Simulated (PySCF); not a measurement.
## Spin-Hamiltonian simulation

Molecule: `C=CC(=O)F`, C₃H₃FO.

Geometry:
```
atom   x (Å)   y (Å)   z (Å)
  C1   1.222   0.160  -0.244
  C2   0.129  -0.063   0.476
  C3  -1.188  -0.090  -0.159
  O4  -1.489   0.064  -1.293
  F5  -2.167  -0.338   0.762
  H6   1.151   0.322  -1.308
  H7   2.203   0.186   0.198
  H8   0.148  -0.231   1.543
```

No solvent, a single conformation, non-relativistic Hamiltonian. GFN2-xTB structure; spin–spin couplings from B3LYP/pcJ-1; PBE0/pcSseg-1 with gauge-including orbitals; PySCF 2.14.

Scale: ¹H (σ = 31.72 ppm) against TMS (reference shieldings calculated alike).

Shifts (ppm): F5 47.7, H6 7.28, H7 6.63, H8 6.30.
Couplings (Hz): F5–H6: 0.6; F5–H7: 8.0; F5–H8: -6.6; H6–H7: 0.4; H6–H8: 18.9; H7–H8: 11.7.

The 4-spin Hamiltonian (Zeeman plus full scalar coupling among like nuclei) was diagonalised exactly; lines are Lorentzian, 1.0 Hz wide, and the maxima above 3 % are listed with the tallest set to 100.

Problem. Give the ¹H peak list of this spin system at 60 MHz.

Solution. 
δ in ppm (height): 7.468 (48), 7.449 (35), 7.412 (26), 7.191 (46), 7.169 (57), 7.143 (87), 6.982 (10), 6.823 (19), 6.801 (32), 6.727 (3), 6.674 (28), 6.633 (68), 6.610 (52), 6.537 (96), 6.518 (100), 6.485 (58), 6.448 (73), 6.328 (7), 6.244 (45), 6.145 (35), 6.053 (13), 5.954 (18)

Problem. And at 800 MHz?

Solution. 
| Hz | ppm | height |
| --- | --- | --- |
| 5833.6 | 7.292 | 96 |
| 5814.7 | 7.268 | 100 |
| 5314.0 | 6.643 | 56 |
| 5306.0 | 6.633 | 57 |
| 5302.3 | 6.628 | 62 |
| 5294.3 | 6.618 | 61 |
| 5058.4 | 6.323 | 36 |
| 5051.8 | 6.315 | 36 |
| 5046.7 | 6.308 | 33 |
| 5039.7 | 6.300 | 50 |
| 5032.9 | 6.291 | 35 |
| 5027.8 | 6.285 | 32 |
| 5021.2 | 6.276 | 32 |

Problem. Among coupled protons with different shifts, which pair is furthest from first order, and how does the field change that?

Solution. H7 and H8: Δν/J is about 1.7 at 60 MHz (strongly coupled) and 22.6 at 800 MHz (close to first order). J in Hz doesn't depend on the field, while Δν in Hz grows in proportion to it.

Unscaled 3J(H,H) at this level run about 10 % above measured values.
